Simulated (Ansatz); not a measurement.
Two shapes of singlet C4H4S.

Shape 1:

```xyz
9

S     0.0139    0.0358    1.2221
C    -0.0428    1.2141   -0.0114
C    -0.0292   -1.2433   -0.0505
C     0.0189    0.7335   -1.2301
C    -0.0004   -0.6701   -1.3001
H     0.0395    2.2805    0.2222
H     0.0233   -2.3190    0.1657
H    -0.0264    1.3481   -2.1539
H     0.0394   -1.2966   -2.2041
```

Shape 2:

```xyz
9

S     0.0000    0.0000    1.1893
C     0.0000    1.2350   -0.0031
C     0.0000   -1.2350   -0.0031
C     0.0000    0.7120   -1.2695
C     0.0000   -0.7120   -1.2695
H     0.0000    2.2833    0.2931
H     0.0000   -2.2833    0.2931
H     0.0000    1.3256   -2.1717
H     0.0000   -1.3256   -2.1717
```

Basis set: cc-pVDZ (spherical functions). Correlated methods keep 9 orbitals frozen. Charge 0, multiplicity 1.

Computed with Ansatz (development build ahead of 0.2.0); each method stands on the lowest determinant of its kind that the runs found.

**Question.** Which shape is lower in energy, and by how much in each method?

**Answer.**

```tsv
method	E(2) − E(1) (eV)
RHF	-0.258
RHF-MP2	-0.310
```

Shape 2 is lower.
